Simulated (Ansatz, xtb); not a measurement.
## Two isomers of C4H8F

Structure X is `CC[C](C)F`, a doublet and structure Y is `C[CH][C@H](C)F`, a doublet. Both are isolated molecules in the gas phase, relaxed with B3LYP/6-31G*; the shapes shown needn't be the lowest conformers.

X (Å):

```
atom    x (Å)    y (Å)    z (Å)
   C   0.8045   0.9581   1.5515
   C   0.3912  -0.1409   0.5458
   C  -1.0614  -0.4840   0.5979
   C  -1.6947  -1.3720   1.6127
   F  -1.8673   0.5544   0.2181
   H   0.6401   0.6341   2.5855
   H   1.8652   1.2100   1.4404
   H   0.2170   1.8664   1.3829
   H   0.9736  -1.0523   0.7282
   H   0.6402   0.1987  -0.4692
   H  -1.8177  -0.8741   2.5911
   H  -1.0866  -2.2686   1.7714
   H  -2.6937  -1.6836   1.2854
```

Y (Å):

| atom | x (Å) | y (Å) | z (Å) |
| --- | --- | --- | --- |
| C | -1.1678 | 0.4127 | 0.4638 |
| C | 0.0105 | -0.2231 | -0.1924 |
| C | 1.1893 | 0.5958 | -0.5868 |
| C | 2.3085 | -0.1901 | -1.2492 |
| F | 1.7251 | 1.2201 | 0.5745 |
| H | -1.4148 | 1.3778 | 0.0009 |
| H | -2.0555 | -0.2280 | 0.4218 |
| H | -0.9664 | 0.6231 | 1.5277 |
| H | 0.1144 | -1.3060 | -0.1653 |
| H | 0.8717 | 1.4278 | -1.2335 |
| H | 2.6540 | -0.9910 | -0.5865 |
| H | 1.9608 | -0.6399 | -2.1861 |
| H | 3.1563 | 0.4653 | -1.4702 |

Estimate which is lower in electronic energy at CCSD(T)/def2-SVP + ΔMP2/def2-TZVPP, and by roughly how much.

Too close to call at this level: CCSD(T)/def2-SVP + ΔMP2/def2-TZVPP gives E(Y) − E(X) = +6.30 kJ/mol.

Level by level:

| level | geometry | E(Y) − E(X) (kJ/mol) | departure from the last row (kJ/mol) | job, with rough time for the two |
| --- | --- | --- | --- | --- |
| B3LYP/6-31G* | B3LYP/6-31G* | +14.22 | +7.91 | optimisation, 5.1 min |
| HF/def2-SVP | B3LYP/6-31G* | +4.75 | −1.55 | part of the CCSD(T) run |
| MP2/def2-SVP | B3LYP/6-31G* | +12.33 | +6.03 | part of the CCSD(T) run |
| CCSD(T)/def2-SVP | B3LYP/6-31G* | +11.37 | +5.06 | single point |
| CCSD(T)/def2-SVP + ΔMP2/def2-TZVPP | B3LYP/6-31G* | +6.30 |  | single point, 5.3 min |

As drawn, both hold the same kinds of bond in the same numbers.

The largest departure from CCSD(T)/def2-SVP + ΔMP2/def2-TZVPP is that of B3LYP/6-31G*, 7.91 kJ/mol. Levels run at GFN2-xTB geometries aren't shown. The last row adds to CCSD(T) the change of the MP2 difference between the two basis sets, here −5.06 kJ/mol.

With harmonic frequencies from B3LYP/6-31G* (ideal gas, rigid rotor, one conformer each, 298.15 K, 1 atm): the zero-point term adds −3.02 kJ/mol; ΔH is +3.98 and ΔG +1.62 kJ/mol.

Open shells are spin-unrestricted. The correlated steps freeze 5 core orbitals. Run with Ansatz 0.2.0; the last row on 2 threads of AMD EPYC (Zen 3) on a shared host.
